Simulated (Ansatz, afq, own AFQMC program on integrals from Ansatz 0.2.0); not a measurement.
AFQMC on a folder of integrals that Ansatz 0.2.0 wrote.

```yaml
crystal:
  periodic: [false, false, false]
  atoms:
    - {symbol: O, position_ang: [-1.212160, 0.002370, 0.000000]}
    - {symbol: H, position_ang: [-1.461469, 0.928945, 0.000000]}
    - {symbol: H, position_ang: [0.310840, 0.002370, 0.000000]}
    - {symbol: N, position_ang: [1.350840, 0.002370, 0.000000]}
    - {symbol: H, position_ang: [1.619922, -1.001857, 0.000000]}
basis:
  gaussian: {orbitals: cc-pVTZ}
magnetization: {spin_polarized: true, initial_magnetization: 2}
correlation: {method: ccsd_t, electrons: outside_noble_gas, hamiltonian_folder: ham}
```

```sh
$ ansatz run in.yaml --threads 1 --pin off --events-out ev --progress --plain --max-ram 16896MiB --backend cuda --devices 0, --max-vram 18GiB
```

Options of the walk:

```
--method phaseless --trial cisd --walkers 900 --populations 20 --least-time 60 --time-step 0.005 --steps-per-block 50 --equilibration-blocks 28 --max-blocks 4000 --target-error 0.00022 --factor-cut 1e-05 --start spin_pure --seed 263 --release-times 0.24,0.51,0.99,1.62,2.4 --release-step 0.03 --release-every 3 --taylor-order 6
```

Times are imaginary, in 1/Eh. The walk had a cap of 236 s. With eight or more populations the least sampling time is a fifth of least-time, and the error comes from their spread.

afq prints:

```
orbitals 100  electrons 8 6  factors 602 of 602
reference energy -130.98957325 Eh
CCSD correlation -0.42498457 Eh in 17 cycles, weight of the determinant in the CISD state 0.8803
energy of the start -131.413473 Eh
 block  time / (1/Eh)  mean weight  energy / Eh
     1     0.250  1.0003  -131.411666
     2     0.500  1.0006  -131.417037
     3     0.750  0.9993  -131.420498
     4     1.000  1.0001  -131.423961
     5     1.250  0.9989  -131.425012
     8     2.000  1.0003  -131.427008
    13     3.250  0.9996  -131.426992
    22     5.500  1.0008  -131.431129
    25     6.250  0.9993  -131.424636
    31     7.750  1.0003  -131.427099
    40    10.000  1.0001  -131.428861
    49    12.250  0.9996  -131.429976
    58    14.500  0.9999  -131.426296
    67    16.750  1.0004  -131.427185
    76    19.000  1.0015  -131.428866
    85    21.250  1.0003  -131.428813
    94    23.500  1.0001  -131.425722
   103    25.750  1.0001  -131.428940
   112    28.000  0.9999  -131.432703
   121    30.250  0.9989  -131.428144
   127    31.750  0.9985  -131.425526
error from the spread of 20 populations
released: time / (1/Eh)  energy / Eh  error  mean overlap
  0.24  -131.428477  0.000244  0.9951
  0.51  -131.428955  0.000325  0.9877
  0.99  -131.429149  0.000313  0.9824
  1.62  -131.430101  0.000469  0.9689
  2.40  -131.429823  0.000598  0.9447
energy -131.428235 +/- 0.000316 Eh
(rows thinned)
```

The run passed its tests (sampling time, drift between the halves within three errors, error under three times the target), which doesn't prove that it has relaxed, ending at its cap on processor time.

Against this walk (error 8.6 meV) on the same determinant: CCSD(T) 30.9 meV higher. The error is statistical and leaves out the bias of the constraint. None of these is a sure reference here. Released to 2.40 1/Eh the energy lies 43 ± 18 meV (both errors) below the phaseless value, which shows part or all of the bias of the constraint, and CCSD(T) lies 74.1 meV above the released value.

Cautions: constraint bias not in the error; error above the target (8.6 against 6.0 meV); lower spins were not checked.

The walk took 4 min on 1 × NVIDIA H100 80GB HBM3 with 2 threads of AMD EPYC 7R13 Processor (Zen 3), on a shared host (the card was shared). The log's last line is the phaseless energy.

A walk keeps the symmetry of its determinant, which the program's search chose and which needn't be the lowest solution, so a lower state of the same spin and another symmetry isn't excluded.
